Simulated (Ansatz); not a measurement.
Input file:

```yaml
crystal:
  periodic: [false, false, false]
  atoms:
    - {symbol: C, position_ang: [0.000000, -0.025393, 2.411996]}
    - {symbol: N, position_ang: [0.000000, 0.104738, 1.243296]}
    - {symbol: Ge, position_ang: [0.000000, -0.037454, -0.627336]}
    - {symbol: H, position_ang: [0.000000, 1.546360, -0.808140]}
basis:
  gaussian: {orbitals: cc-pVDZ}
magnetization: {spin_polarized: false, initial_magnetization: 2}
correlation: {active_space: {ras: {orbitals: [6, 2, 36], electrons: 14, max_holes: 2, max_particles: 2}, fixed_orbitals: true}}
```

```sh
$ ansatz run in.yaml --threads 1 --pin off --events-out ev --progress --plain --max-ram 2393MiB
```

The program prints:

```
642 factors; integrals over basis functions are off by at most 1.1e-3 eV
mean field evaluation 1: about -58995.6586 eV, gradient 2.2e1 eV
mean field evaluation 2: about -58995.7488 eV, gradient 2.2e1 eV
mean field evaluation 4: about -58998.1010 eV, gradient 3.8e0 eV
mean field evaluation 8: about -58998.2364 eV, gradient 1.8e-1 eV
mean field evaluation 16: about -58991.3568 eV, gradient 2.8e1 eV
mean field evaluation 32: about -58998.2325 eV, gradient 1.6e-1 eV
mean field -58998.23740114 eV, -2168.1452340504 hartree, gradient 2.1e-6 eV, S^2 2.000000; 1 other end points of the search recorded, 0 dependent functions left out
reference -58998.23740114 eV, -2168.1452340504 hartree; 24, 22 occupied and 36, 38 virtual orbitals, 642 factors
state -59006.76894393 eV, -2168.4587624650 hartree
Total energy: -59006.76894393 eV, -2168.4587624650 hartree
```

Natural occupations: 1.9846 1.9734 1.9646 1.9631 1.9561 1.9558 0.9979 0.9933 0.0391 0.0381 0.0202 0.0163 0.0142 0.0080 0.0077 0.0077 0.0064 0.0051 0.0049 0.0048 0.0046 0.0043 0.0041 0.0035.

Ran on 1 thread of Arm Neoverse V2, shared host: 9.5 s wall, 0.16 GiB peak host memory.
